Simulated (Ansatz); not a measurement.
CN, SMILES [C]#N, multiplicity 2.

Geometry: B3LYP-D3(BJ)/def2-TZVPD.

Two levels are set side by side: PBE/def2-TZVPD (Ansatz, a program for electronic structure) and ωB97X-V/def2-TZVPD (Ansatz). Energy differences of separate SCF runs at the same geometry; the states with an electron removed or added have multiplicity 3 and 1. Differences are taken from unrounded values.

| quantity | ωB97X-V | PBE | PBE minus ωB97X-V |
|---|---|---|---|
| vertical ionisation energy (eV) | 14.12 | 14.32 | 0.20 |
| vertical electron affinity (eV) | 4.09 | 3.70 | -0.38 |
